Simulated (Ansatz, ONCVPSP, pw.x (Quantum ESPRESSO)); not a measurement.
What a changed setting does to a pw.x run (fcc Sr)

Potential: optimised norm-conserving Vanderbilt (ONCV), ONCVPSP 4.0.1, LDA (Perdew-Wang 92); core [Ar] 3d10, reference 4s2 4p6 5s2; waves: 4s+5s: rc 2.20 bohr, ncon 4, nbas 7, qcut 6.7 1/bohr, 2 projectors; 4p: rc 1.85 bohr, ncon 4, nbas 8, qcut 6.1 1/bohr, 2 projectors, debl 2.6 Ha; d scattering state at 0.36 Ha: rc 1.80 bohr, ncon 3, nbas 6, qcut 4.9 1/bohr, local; local part: the d channel; core correction: Teter function fitted to the true core (icmod 2), fcfact 0.7. In the d channel the program set the typed energies aside and used 0.050 Ha.

The reference run (k-mesh 10³, cutoffs 50/200 Ry, Fermi–Dirac 0.01 Ry, mixing_beta 0.4, conv_thr 1e-9, no spin) gives 0.00 GPa at 48.904 Å³/atom, where all-electron LAPW gives -0.00 GPa. This run, with its own iteration cap, changes smearing to mv.

```
&control
  calculation='scf', prefix='x', pseudo_dir='./', outdir='./tmp', tstress=.true., disk_io='none'
/
&system
  ibrav=0, nat=1, ntyp=1, ecutwfc=50, ecutrho=200, nbnd=12,
  occupations='smearing', smearing='mv', degauss=0.01
/
&electrons
  conv_thr=1e-09, mixing_beta=0.4, electron_maxstep=50
/
ATOMIC_SPECIES
Sr 1.0 Sr.UPF
CELL_PARAMETERS angstrom
  0.00000000 2.90249488 2.90249488
  2.90249488 0.00000000 2.90249488
  2.90249488 2.90249488 0.00000000
ATOMIC_POSITIONS crystal
Sr 0.0000 0.0000 0.0000
K_POINTS automatic
10 10 10 0 0 0
```

```bash
pw.x < Sr.scf.in > Sr.scf.out
```

Problem. How does the run end?

Solution. It converges in 7 iterations; the free energy moves by +34.7 meV/atom and the pressure by -0.11 GPa. This scheme is built to cancel the term in the square of the width that Fermi–Dirac smearing leaves in the F of a metal.

```
Message from routine setup:
     using ibrav=0 with symmetry is DISCOURAGED, use correct ibrav instead
     lattice parameter (alat)  =       7.7568  a.u.
     unit-cell volume          =     330.0205 (a.u.)^3
     number of electrons       =        10.00
     number of Kohn-Sham states=           12
     kinetic-energy cutoff     =      50.0000  Ry
     charge density cutoff     =     200.0000  Ry
     scf convergence threshold =      1.0E-09
     Exchange-correlation= SLA  PW   NOGX NOGC
     number of k points=    47  Marzari-Vanderbilt smearing, width (Ry)=  0.0100
     iteration #  1     ecut=    50.00 Ry     beta= 0.40
     c_bands:  1 eigenvalues not converged
     total energy              =     -78.27737791 Ry
     estimated scf accuracy    <       0.00120394 Ry
     iteration #  2     ecut=    50.00 Ry     beta= 0.40
     total energy              =     -78.27739371 Ry
     estimated scf accuracy    <       0.00039312 Ry
     iteration #  3     ecut=    50.00 Ry     beta= 0.40
     total energy              =     -78.27740489 Ry
     estimated scf accuracy    <       0.00000811 Ry
     iteration #  4     ecut=    50.00 Ry     beta= 0.40
     total energy              =     -78.27740677 Ry
     estimated scf accuracy    <       0.00000048 Ry
     iteration #  5     ecut=    50.00 Ry     beta= 0.40
     total energy              =     -78.27740688 Ry
     estimated scf accuracy    <       0.00000005 Ry
     iteration #  6     ecut=    50.00 Ry     beta= 0.40
     total energy              =     -78.27740688 Ry
     estimated scf accuracy    <          2.0E-09 Ry
     iteration #  7     ecut=    50.00 Ry     beta= 0.40
     the Fermi energy is     5.7822 ev
!    total energy              =     -78.27740689 Ry
     estimated scf accuracy    <          3.3E-11 Ry
     smearing contrib. (-TS)   =      -0.00024045 Ry
     The total energy is F=E-TS. E is the sum of the following terms:
     one-electron contribution =     -23.53437126 Ry
     hartree contribution      =      13.32144169 Ry
     xc contribution           =     -26.26908084 Ry
     ewald contribution        =     -41.79515603 Ry
     convergence has been achieved in   7 iterations
          total   stress  (Ry/bohr**3)                   (kbar)     P=       -1.09
     Message from routine punch:
     Nothing written, as per user request (disk_io='none')
```

The run took about 10 s on one core of a shared host (Intel(R) Xeon(R) Platinum 8488C, 192 threads, 744 GiB, load 25).
